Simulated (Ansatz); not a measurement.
## CH4BO, SMILES [BH]OC: a short molecular-dynamics run, step by step

Program: the Python package of Ansatz (0.2.0).

Typed at the interpreter:
```pycon
>>> import ansatz as az
>>> import numpy as np
>>> geometry_ang = [
...     ("B", (-0.9765, -1.1932, -0.4088)),
...     ("O", (-0.5668, -0.3161, 0.6985)),
...     ("C", (0.5586, 0.381, 0.276)),
...     ("H", (-1.7242, -0.7057, -1.2062)),
...     ("H", (0.3809, 1.0589, -0.5803)),
...     ("H", (0.9396, 1.024, 1.1337)),
...     ("H", (1.4497, -0.3169, 0.0413)),
... ]
>>> ch4bo = az.Crystal.molecule()
>>> for symbol, xyz in geometry_ang:
...     ch4bo = ch4bo.atom(symbol, xyz)
...
>>> job = ch4bo.calculation()
>>> job = job.basis(gaussian="6-31G").functional("blyp")
>>> job = job.spin("collinear", total=1)
>>> job = job.md("nve", timestep=1.0, steps=40, temperature=200, initial_velocities="maxwell_boltzmann", seed=58)
>>> frames = []
>>> job.session().plan().execute(on_event=lambda e: frames.append(e["data"]) if e["event"] == "md_step" else None)
<ansatz.RunOutcome object at 0x...>
>>> print("t (fs)   E_pot (eV)      E_kin (eV)   T (K)   d(0-1) (A)")
t (fs)   E_pot (eV)      E_kin (eV)   T (K)   d(0-1) (A)
>>> for f in frames[::2]:
...     xyz = np.array(f["positions_ang"])
...     print(f"{f['time_fs']:6.2f} {f['lagrangian_ev']:14.5f} {f['e_kin_ev']:10.5f} {f['temperature_k']:8.1f} {np.linalg.norm(xyz[0] - xyz[1]):9.4f}")
...
  0.00    -3820.43109    0.12926    200.0    1.4708
  2.00    -3820.51602    0.21349    330.3    1.4617
  4.00    -3820.63185    0.32660    505.3    1.4378
  6.00    -3820.66752    0.36419    563.5    1.4033
  8.00    -3820.66194    0.35677    552.0    1.3659
 10.00    -3820.56436    0.26316    407.2    1.3344
 12.00    -3820.55523    0.25401    393.0    1.3168
 14.00    -3820.62541    0.32047    495.9    1.3163
 16.00    -3820.64176    0.34311    530.9    1.3294
 18.00    -3820.84839    0.54330    840.6    1.3487
 20.00    -3820.98897    0.68296   1056.7    1.3698
 22.00    -3820.98961    0.68771   1064.1    1.3912
 24.00    -3821.05713    0.75222   1163.9    1.4114
 26.00    -3821.07965    0.77597   1200.6    1.4273
 28.00    -3821.10642    0.80215   1241.1    1.4357
 30.00    -3821.09439    0.78907   1220.9    1.4334
 32.00    -3820.99300    0.69281   1072.0    1.4189
 34.00    -3821.02415    0.72031   1114.5    1.3936
 36.00    -3821.02492    0.71875   1112.1    1.3621
 38.00    -3820.90397    0.60285    932.8    1.3303
 40.00    -3820.87167    0.56727    877.7    1.3051
>>> kept = np.array([f["conserved_ev"] for f in frames])
>>> print(f"conserved energy moves by at most {1000 * np.ptp(kept):.3f} meV")
conserved energy moves by at most 8.968 meV
```

Notes:
- The settings weren't tested for convergence.
- The trajectory is only some femtoseconds long, so its temperature is not equilibrated; where the script doesn't relax first, it starts from a rough generated geometry.
- The species is open-shell (spin multiplicity 2).
- The temperature counts the internal degrees of freedom alone.
- With hydrogen a step over 0.5 fs is long.
- Timing: 52 s on 1 thread of Arm Neoverse V2, with other jobs on the host, peak memory 0.17 GiB.

(Lines on the test bed's own set-up are left out of the output.)
